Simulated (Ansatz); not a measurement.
Write a Python script for Ansatz's Python interface that makes a ranking of conformers of C3H4F2O, SMILES C=C(F)OCF. Settings (for the species named): PBE0, cc-pVDZ basis, multiplicity 1.

The script, `c3h4f2o_conformers.py`:
```python
'''Rank force-field conformers of C3H4F2O by single points.'''

import ansatz as az
from rdkit import Chem
from rdkit.Chem import AllChem

rd = Chem.AddHs(Chem.MolFromSmiles('C=C(F)OCF'))
ids = list(AllChem.EmbedMultipleConfs(rd, numConfs=20, randomSeed=542, pruneRmsThresh=0.4))
field = [energy for _, energy in AllChem.MMFFOptimizeMoleculeConfs(rd)]
distinct = {round(e, 2): i for i, e in zip(ids, field)}
chosen = sorted(distinct.items())[:4]
found = []
for force_field, index in chosen:
    c3h4f2o = az.Crystal.molecule()
    for atom, xyz in zip(rd.GetAtoms(), rd.GetConformer(index).GetPositions()):
        c3h4f2o = c3h4f2o.atom(atom.GetSymbol(), xyz.round(5).tolist())
    calc = (
        c3h4f2o.calculation()
        .basis(gaussian='cc-pVDZ')
        .functional('pbe0')
    )
    found.append(calc.run(threads=1, backend='cpu').report['free_energy_ev'])
print('conformer   MMFF (kcal/mol)   this level (kJ/mol)')
for (force_field, index), e in zip(chosen, found):
    print(f'{index:9d} {force_field - chosen[0][0]:17.2f} {96.485332 * (e - min(found)):17.3f}')
```

```console
$ python c3h4f2o_conformers.py
conformer   MMFF (kcal/mol)   this level (kJ/mol)
        1              0.00             4.374
        2              6.10             0.000
```

The conformers keep their force-field geometries. It ran for 11 s on 1 thread of Arm Neoverse N1, with other jobs on the host, peak memory 0.31 GiB.
